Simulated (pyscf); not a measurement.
•O–Si(Cl)(Cl)–Cl + H₂ → HO–Si(Cl)(Cl)–Cl + H•, a hydrogen abstraction (doublet surface; H–H broken, H–O formed). Structures and frequencies: ωB97X-D3(BJ)/def2-SVP in PySCF. Energies in kcal/mol from the separated reactants.

Small-basis levels: PySCF, no dispersion term, spherical d functions. Open shells are spin-unrestricted. 

Problem. In single points BP86/6-31G* puts the saddle at 0.5 kcal/mol and the reaction energy at -8.9 kcal/mol. Should these be trusted to within a few kcal/mol? Compare with ωB97M-D3(BJ)/def2-TZVP.

Solution. ωB97M-D3(BJ)/def2-TZVP gives ΔE‡ = 2.5 kcal/mol and ΔE = -18.7 kcal/mol. BP86/6-31G* lies 2.0 kcal/mol under it in the barrier and 9.9 kcal/mol over it in the reaction energy, so on this step it does not hold to within 3.0 kcal/mol. ωB97M-D3(BJ)/def2-TZVP has limits of its own. One saddle was located; it need not be the lowest between these sides. The angle at the transferred H is 156°.
